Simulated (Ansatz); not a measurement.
Geometry optimisation, RKS PBE0-D4/def2-SVPD (Ansatz).

The input (input.yaml):

```yaml
crystal:
  periodic: [false, false, false]
  atoms:
    - { symbol: C, position_ang: [-0.81668, 0.23313, -0.80691] }
    - { symbol: S, position_ang: [0.68727, -0.3544, -0.55926] }
    - { symbol: O, position_ang: [1.4588, -0.00683, 1.21372] }
    - { symbol: H, position_ang: [-1.68811, -0.29627, -0.43454] }
    - { symbol: H, position_ang: [-0.97093, 1.27684, -1.0572] }
    - { symbol: H, position_ang: [1.32965, -0.85247, 1.64418] }
total_charge: -1
basis:
  gaussian: { orbitals: def2-SVPD }
hamiltonian:
  xc: pbe0
  dispersion: d4
relax:
  f_tol: 0.015
  max_steps: 40
```

Launched with:

```bash
$ ansatz run input.yaml --threads 1 --pin off --max-ram 2048MiB --backend cpu --events-out ev --progress --plain --runs-dir out
```

Problem. Where does it end, and by what steps?

Solution. The forces met the threshold. Limits of this set-up: the dipole of an ion depends on the origin. After 8 steps the energy has fallen by 0.029 eV; H6 moved furthest, 0.20 Å.

| step | energy less start (eV) | largest force component (eV/Å) | accepted |
| --- | --- | --- | --- |
| 0 | 0.0000 | 0.646 | yes |
| 1 | -0.0162 | 0.812 | yes |
| 2 | -0.0262 | 0.229 | yes |
| 3 | -0.0287 | 0.062 | yes |
| 4 | -0.0264 | 0.118 | no |
| 5 | -0.0291 | 0.028 | yes |
| 6 | -0.0291 | 0.019 | yes |
| 7 | -0.0292 | 0.016 | yes |
| 8 | -0.0292 | 0.004 | yes |

```xyz
6
Properties=species:S:1:pos:R:3
C -0.789 0.223 -0.778
S 0.745 -0.360 -0.623
O 1.527 -0.039 1.145
H -1.654 -0.344 -0.405
H -0.972 1.289 -0.982
H 1.143 -0.769 1.642
```

Run time: 15 s on 1 thread of Intel(R) Xeon(R) 6975P-C (Granite Rapids), with other jobs on the host, peak memory 0.19 GiB.
